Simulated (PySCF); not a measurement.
Molecule (SMILES): C=CF.
Geometry (B3LYP-D3(BJ)/def2-TZVP, fixed):
```xyz
6

C      0.0048     0.4339    -0.0020
C      1.1838    -0.1536     0.0049
F     -1.1460    -0.2672    -0.0028
H     -0.1758     1.5010    -0.0077
H      1.2800    -1.2303     0.0104
H      2.0778     0.4520     0.0052
```
Charge 0, spin multiplicity 1.

Basis-set convergence of the mean static polarisability at PBE with PySCF. All functions are spherical. Density fitting with generated auxiliary sets. In sets without p functions on hydrogen, species with hydrogen take exact integrals. No added dispersion term, no relativity. Reference: the value in d-aug-cc-pVTZ, 29.09 bohr³, itself unsure by roughly 0.5 % (its mean distance from aug-pcseg-2, aug-cc-pVTZ).

```
basis            functions  mean static polarisability (bohr³)
---------------  ---------  ----------------------------------
6-31G                   33                                   …
6-31G*                  48                                   …
def2-SV(P)              48                               21.06
pcseg-1                 57                                   …
aug-cc-pVDZ             96                               28.52
aug-pcseg-1             96                               28.71
def2-TZVP              111                               25.65
d-aug-cc-pVDZ          135                               29.08
jun-cc-pV(T+d)Z        159                               28.74
aug-cc-pVTZ            207                               28.91
cc-pVQZ                255                               26.54
pcseg-3                279                                   …
def2-QZVPPD            291                               28.91
```

Question: Fill in the missing entries.

Answer: 
- 6-31G, mean static polarisability (bohr³): 19.55
- 6-31G*, mean static polarisability (bohr³): 20.52
- pcseg-1, mean static polarisability (bohr³): 21.93
- pcseg-3, mean static polarisability (bohr³): 28.25
